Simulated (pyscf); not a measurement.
H₂N–SiH₂–NH₂ + HI → H₂N–SiH(NH₂)–I + H₂ (four-centre exchange; singlet surface; H–Si, H–I broken, I–Si, H–H formed). Single points on ωB97X-D3(BJ)/def2-SVP structures (PySCF, gas phase). Energies in kcal/mol from the separated reactants.

| level | barrier | reaction energy |
|---|---|---|
| ωB97X-D3(BJ)/def2-TZVP | 19.4 | -24.2 |
| PBE/def2-TZVP | 16.2 | -19.4 |
| B3LYP-D3(BJ)/def2-TZVP | 19.0 | -19.8 |
| PBE0-D3(BJ)/def2-TZVP | 16.3 | -20.9 |
| M06-2X/def2-TZVP | 17.6 | -22.3 |
| HF/def2-TZVP | 35.1 | -14.8 |

The functionals in the table span 3.2 kcal/mol in this barrier, from PBE to ωB97X-D3(BJ)/def2-TZVP. This is the saddle that the search found; another between the same sides may lie lower. Elements past Kr carry the def2 core potentials, without spin-orbit coupling.
